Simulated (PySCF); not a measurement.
**A diatomic session: Si2**

The task here is to estimate one member of a computed series from the others.

Computed with PySCF 2.14.0. Level: Si def2-SVPD, no relativity.

Set-up of the first run:

The job is set up so:

* atoms: Si, Si
* charge: 0
* basis: Si def2-SVPD
* Hamiltonian: no relativity
* basis functions: 48
* electrons treated: 28
* masses in u: 27.9769, 27.9769
* levels: PBE0, PBE, r²SCAN, TPSSh, BLYP, BHandHLYP, HSE06, HF, MP2, SCS-MP2, CCSD, CCSD(T)
* grid: 80 radial by 434 angular points
* occupations: held fixed by the projection of orbital angular momentum
* dissociation limit: Si + Si, each in its ground configuration
* starting distance in angstrom: 2.230
* values of 2S to try: 0, 2, 4

The run is started by

```console
OMP_NUM_THREADS=1 python dia.py task.json out
```

Among the steps run: Input; PBE0 along the bond; Other states along the same grid; PBE (GGA); r²SCAN (meta-GGA); TPSSh; BLYP (GGA); BHandHLYP (global hybrid GGA); HSE06; UHF; Adding correlation.

One table of the session follows, with a row left open; its other results are not shown here.

Energy (eV) from each level's lowest point:

```
R (Å)    UHF  UHF-MP2  UHF-SCS-MP2  UHF-CCSD  UHF-CCSD(T)
1.952  0.903    1.029        0.995       n/a          n/a
2.043  0.357    0.454        0.429     0.457        0.491
2.134      ?        ?            ?         ?            ?
2.202  0.000    0.028        0.020     0.029        0.040
2.270  0.009    0.000        0.000     0.000        0.000
2.338  0.087    0.035        0.044     0.035        0.023
2.429  0.271    0.153        0.176     0.157        0.126
2.542  0.592    0.379        0.422     0.390        0.333
2.679  1.060    0.709        0.780     0.740        0.646
2.860  1.749    1.177        1.293       n/a          n/a
```

Estimate the missing values for R (Å) = 2.134.

Worked estimate for «UHF». A straight line through the neighbours (2.043, 0.357) and (2.202, 0.000) gives 0.357 + (0.000 − 0.357) × (2.134 − 2.043) / (2.202 − 2.043) = 0.153; a parabola fitted to 4 rows on both sides gives 0.067.

As computed: UHF: 0.078; UHF-MP2: 0.139; UHF-SCS-MP2: 0.123; UHF-CCSD: 0.140; UHF-CCSD(T): 0.162. In «UHF» the line misses by +0.075 and the parabola by -0.011.

Caveats from the session: Lowest PBE0 solution found, without spin–orbit coupling: ³Σg⁻ (triplet), unpaired electrons π ↑↑. Warnings in the runs' records: inverted.
